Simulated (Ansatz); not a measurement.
Results of HSE06 (plane waves, PAW; Ansatz, an electronic-structure program) for zinc-blende BeSe.

Input:

Ansatz 0.2 input:
```yaml
crystal:
  lattice:
    - [0.0, 2.573348887, 2.573348887]
    - [2.573348887, 0.0, 2.573348887]
    - [2.573348887, 2.573348887, 0.0]
  atoms:
    - { symbol: Be, position: [0.0, 0.0, 0.0] }
    - { symbol: Se, position: [0.25, 0.25, 0.25] }
basis:
  ecutwfc: 460
  ecutrho_ratio: 4
  xc_grid: 2
kpoints:
  mp_grid: { grid: [8, 8, 8] }
hamiltonian:
  xc: hse06
  dispersion: none
  pseudopotentials: { kind: paw }
scf:
  occupations: { method: fermi_dirac, width: 0.01 }
  convergence: { dr2_threshold: 0.0000000002 }
output:
  forces: true
  stress: true
  eigenvalues: true
```

Output (set-up and result lines):

```
WARN output.stress: scf.exx.energy_threshold = 1e-6 eV is looser than the 2e-8 eV advised for a stress under a hybrid functional (1e-8 eV for each atom of the …
Crystal: 2 atoms, lattice volume = 34.082 Å³
Basis set: ecut = 460 eV, 749 PW (Γ), exchange–correlation on 54×54×54 points (8 copies of the dense FFT grid, shifted against one another)
Bands: 13, of which v1, the nominal top of the filled ones, is band 9 counted from 1 (8 counted from 0)
Symmetry: 24 space group operations
Space group: F-43m (ITA 216), of the structure as read, at distance tolerance 3.2e-5 Å
k-points: 29 of 512 (time reversal used)
SCF iter   1: F=—  HF=-5563.433602 eV  |F-HF|=—  |Δ(HF+E_count)|=         —  Δρ=6.68e-4  dr2=1.56e-4
SCF iter   2: F=-5563.433563 eV  HF=-5563.433537 eV  |F-HF|=2.61e-5  |Δ(HF+E_count)|=   6.46e-5  Δρ=2.29e-4  dr2=9.40e-6
Crystal: 2 atoms, lattice volume = 34.082 Å³
Initial density: handed on by an earlier stage of this run
  ...
Crystal: 2 atoms, lattice volume = 34.082 Å³
SCF iter   4: F=—  HF=-5565.230481 eV  |F-HF|=—  |Δ(HF+E_count)|=   4.22e-9  Δρ=2.08e-6  dr2=1.09e-9
SCF iter   5: F=-5565.230481 eV  HF=-5565.230481 eV  |F-HF|=4.55e-11  |Δ(HF+E_count)|=   6.00e-9  Δρ=8.74e-7  dr2=1.51e-10
SCF 3 converged in 5 iterations: F = -5565.230481 eV  dr2 = 1.51e-10
Free energy (F): -5565.230481 eV
Internal energy: -5565.230481 eV  (E = F + TS)
E sigma→0 (E₀):  -5565.230481 eV
Fermi energy:    8.117425 eV
--- Stress (GPa, compression-positive) ---
       -0.002509      -0.000000      -0.000000
       -0.000000      -0.002509       0.000000
       -0.000000       0.000000      -0.002509
  P = ⅓ Tr σ = -0.0025 GPa (-0.025 kbar)
```

The PAW data were made under PBE.
